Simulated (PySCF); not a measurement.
Input of a run (PBE0-D3(BJ)/def2-SVP geometry optimisation, gas phase (PySCF 2.14.0)), started from MMFF94s:
```
{"job": {"xc": "PBE0", "basis": "def2-SVP", "d3": "d3bj", "grid": 1, "kind": "geom"}, "charge": 0, "multiplicity": 1}
C     -0.532318     0.016883    -0.055641
C      0.755505    -0.023957     0.078972
O      1.923030    -0.060989     0.201009
H     -1.042497     0.968234    -0.121625
H     -1.103719    -0.900172    -0.102715
```

Output (energies in Eh, forces in Eh/bohr):
```
step   0  E = -152.31311356  max force = 0.049373
step   1  E = -152.31023557  max force = 0.023506
step   2  E = -152.31309165  max force = 0.012295
step   3  E = -152.31377432  max force = 0.006593
step   4  E = -152.31401326  max force = 0.000772
step   5  E = -152.31401674  max force = 0.000371
optimisation converged
```

Summarise the run.

The energy falls by 0.025 eV over 6 energy and gradient evaluations, the largest force component goes from 0.0494 to 3.7e-04 Eh/bohr, and the atoms move by 0.011 Å rms after alignment. The bond that changes most is C1=C2 (outer carbon of cumulated double bonds to central carbon of a ketene), which lengthens by 0.019 Å. Bonds longer at the end by more than 0.005 Å: 3 of 4; shorter: 1. The energy rose by more than 1e-6 Eh at step 1.

What are the final bond lengths?

C1=C2 1.315 Å, C2=O3 1.161 Å, C1–H4 1.090 Å, C1–H5 1.090 Å. Numbering counts from 1 in the input's order; the species is `C=C=O`.

The run used 52 basis functions and 44 SCF cycles in all.

Whether it is a minimum is left open (no frequencies).
